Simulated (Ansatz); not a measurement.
AlFH₃P (`[F][AlH][PH2]`). The species carries charge 0 and has multiplicity 1.

Z-matrix (Å, degrees):
```
Al
P 1 2.314
F 1 1.651 2 117.2
H 1 1.578 2 125.4 3 -176.0
H 2 1.422 1 91.6 3 -140.5
H 2 1.421 1 92.0 3 -46.0
```

**Question.** List the harmonic frequencies (cm⁻¹, unscaled) at PBE0-D4/def2-TZVP in Ansatz. (Estimate.)

**Answer.** Computed: 123, 165, 379, 416, 558, 589, 682, 840, 1085, 1956, 2398, 2413.

**Question.** Is this a minimum?

**Answer.** Yes, all 12 modes are real.

**Question.** Give the ideal-gas thermochemistry at 298.15 K and 1 bar (rigid rotor, harmonic oscillator; point group C1, symmetry number 1).

**Answer.** Zero-point energy 69.4 kJ/mol; H(298) − E = 85.9 kJ/mol; entropy 305.8 J/(mol·K), of which translation 163.5, rotation 104.3, vibration 37.9; G(298) − E = -5.3 kJ/mol.

**Question.** And at 400, 500, 600, 800 and 1000 K?

**Answer.** 
| T (K) | H − E (kJ/mol) | S (J/mol/K) | G − E (kJ/mol) |
| --- | --- | --- | --- |
| 400 | 94.4 | 330.2 | -37.7 |
| 500 | 103.5 | 350.5 | -71.8 |
| 600 | 113.3 | 368.3 | -107.7 |
| 800 | 134.2 | 398.4 | -184.5 |
| 1000 | 156.6 | 423.4 | -266.8 |
